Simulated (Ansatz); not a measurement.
Input file:

```yaml
crystal:
  periodic: [false, false, false]
  atoms:
    - {symbol: Co, position_ang: [0.000000, 0.000000, 0.194084]}
    - {symbol: Cl, position_ang: [0.000000, 0.000000, -1.954928]}
    - {symbol: H, position_ang: [0.000000, 0.000000, 1.760845]}
basis:
  gaussian: {orbitals: def2-SVP}
magnetization: {spin_polarized: true, initial_magnetization: 5}
hamiltonian: {xc: {name: B97M-V}}
```

```sh
$ ansatz run in.yaml --threads 1 --pin off --events-out ev --progress --plain --max-ram 2393MiB
```

(1) Roughly how long does this take on 1 thread of Arm Neoverse V1, shared host, and how much host memory?

```
  # Of w^i u^j: cxij and so on, Table III.
  gx(w, u) = cx00 + cx01*u + cx02*u^2 + (cx10 + cx11*u)*w
  gss(w, u) = css00 + css02*u^2 + css10*w + (css32*w^3 + css42*w^4)*u^2
  gos(w, u) = cos00 + cos01*u + cos03*u^3 + cos10*w + cos32*w^3*u^2
      + integral(e_c_pw_mod_opposite_spin*gos(b97_w_opposite, b97_u_opposite)) + vv10(b, c)
639 factors; their error is unknown
mean field evaluation 1: about -50136.8249 eV, gradient 2.6e1 eV
mean field evaluation 2: about -50118.0438 eV, gradient 7.1e1 eV
mean field evaluation 4: about -50140.3035 eV, gradient 7.7e0 eV
mean field evaluation 8: about -50140.6043 eV, gradient 1.7e-1 eV
mean field evaluation 16: about -50140.5837 eV, gradient 2.2e-4 eV
mean field evaluation 32: about -50139.6569 eV, gradient 5.8e0 eV
mean field evaluation 64: about -50138.5923 eV, gradient 2.4e0 eV
mean field evaluation 96: about -50140.1707 eV, gradient 5.5e0 eV
mean field evaluation 128: about -50139.9052 eV, gradient 6.9e-2 eV
mean field -50140.58366277 eV, -1842.6324630986 hartree, gradient 7.6e-6 eV, S^2 8.752998; 10 other end points of the search recorded, 0 dependent functions left out
reference -50140.58373219 eV, -1842.6324656498 hartree; 25, 20 occupied and 29, 34 virtual orbitals, 639 factors
Total energy: -50140.58373219 eV, -1842.6324656498 hartree
```

Answers

(1) 75 s wall and 0.23 GiB.
